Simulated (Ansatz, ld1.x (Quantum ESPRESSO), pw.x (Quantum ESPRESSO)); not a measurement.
Ag (fcc): variants of one TM potential in the solid

| Quantity | Value |
| --- | --- |
| Element | silver (Ag) |
| Generator | ld1.x (Quantum ESPRESSO) 7.5 |
| Type | norm-conserving Troullier–Martins (Kleinman–Bylander form) |
| Functional | LDA (PW92) |
| Relativity | scalar-relativistic |
| Frozen core | [Kr] |
| Valence charge | 11 |
| Reference configuration | 4d10 5s1 5p0 |
| Partial waves | 5s (bound): rc 2.50 bohr; 4d (bound): rc 1.20 bohr; 4f channel at 0.15 Ry: rc 2.80 bohr; 5p (bound, empty): rc 3.05 bohr |
| Local potential | the p channel |
| Core correction | none |

Crystal test: fcc Ag in pw.x 7.5, no spin, 14³ k-points, Fermi–Dirac smearing 0.01 Ry, cutoffs set for each file from its atomic test. The reference is all-electron LAPW (Ansatz 0.2.0) with the same functional, mesh and smearing; V0 and B0 come from Birch–Murnaghan fits to the pressures at five volumes. Errors are pseudo minus all-electron; Δ is the rms difference of the E(V) curves that follow from these fits, minima aligned, over ±6 % about the mean V0. Mesh and smearing are coarse, so the numbers serve the comparison and aren't converged zero-temperature values; the lattice is a test structure that the element need not adopt.

All-electron: a0 = 4.002 Å (V0 = 16.02 Å³/atom), B0 = 138.7 GPa.

Base: The largest radius (3.05 bohr) exceeds half the bond length (2.68 bohr), so the spheres overlap, which is one possible source of error among others. This is a poor potential for the solid. Atomic configuration tests: 1 of 9 tests not solved or not reliable.

A dash in a converged row means that the minimum lies outside the volumes sampled.

```tsv
change	cutoffs (Ry)	pw.x	a0 (Å)	a0 error (%)	B0 error (%)	Δ (meV/atom)	mean pressure error (GPa)
base	120/480	converged	4.055	+1.34	-6.1	19.2	+5.68
reference 4d8 5s0 5p0	120/480	converged	–	–	–	–	-6.97
wave 5p (bound): rc 3.05 bohr becomes 5p (bound): rc 2.96 bohr	120/480	converged	4.060	+1.45	-6.7	20.9	+6.19
wave 4f channel at 0.15 Ry: rc 2.80 bohr becomes 4f channel at 0.15 Ry: rc 3.12 bohr	120/480	converged	4.055	+1.34	-6.1	19.2	+5.67
local potential all-electron potential smoothed inside 2.10 bohr (lloc = -1)	120/480	converged	3.985	-0.42	+0.8	6.2	-1.67
```

Task: Give the row for: wave 5s (bound): rc 2.50 bohr becomes 5s (bound): rc 1.78 bohr.

Result: pw.x: converged; mean pressure error (GPa): +5.58; a0 (Å): 4.054; a0 error (%): +1.31; B0 error (%): -6.0; Δ (meV/atom): 18.9.
